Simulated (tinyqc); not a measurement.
Worked calculation: CIS and TDHF on RHF in the sto-6g basis, frozen core, for HF, spin multiplicity 1. One step of it, computed by the program tinyqc.

Question. CIS matrix, triplets. A(ia,jb) = (e_a - e_i) d_ij d_ab - (ij|ab).

orbital energies (hartree): [-26.233507, -1.499803, -0.606592, -0.475395, -0.475395, 0.663394]

Two-electron integrals over orbitals (pq|rs), unique and non-zero (hartree); the lowest 1 orbital is frozen and left out:
```
(22|22) 0.862104    (32|22) -0.007564   (32|32) 0.158810    (33|22) 0.769279
(33|32) -0.058998   (33|33) 0.797913    (42|42) 0.178882    (43|42) -0.045453
(43|43) 0.051840    (44|22) 0.877732    (44|32) -0.076000   (44|33) 0.775778
(44|44) 0.998085    (52|52) 0.178882    (53|52) -0.045453   (53|53) 0.051840
(54|54) 0.053789    (55|22) 0.877732    (55|32) -0.076000   (55|33) 0.775778
(55|44) 0.890506    (55|55) 0.998085    (62|22) -0.139552   (62|32) -0.037407
(62|33) -0.047120   (62|44) -0.138240   (62|55) -0.138240   (62|62) 0.100001
(63|22) -0.147863   (63|32) 0.092412    (63|33) -0.130827   (63|44) -0.182065
(63|55) -0.182065   (63|62) 0.060490    (63|63) 0.161135    (64|42) -0.045455
(64|43) -0.012106   (64|64) 0.032194    (65|52) -0.045455   (65|53) -0.012106
(65|65) 0.032194    (66|22) 0.694108    (66|32) 0.076604    (66|33) 0.671302
(66|44) 0.656728    (66|55) 0.656728    (66|62) -0.070083   (66|63) -0.009840
(66|66) 0.722157
```

Give: CIS matrix A, triplet.

Answer.

CIS matrix A, triplet (hartree), order 2>6, 3>6, 4>6, 5>6:
```
[[1.4691, -0.0766, 0.0000, 0.0000],
 [-0.0766, 0.5987, 0.0000, 0.0000],
 [0.0000, 0.0000, 0.4821, 0.0000],
 [0.0000, 0.0000, 0.0000, 0.4821]]
```
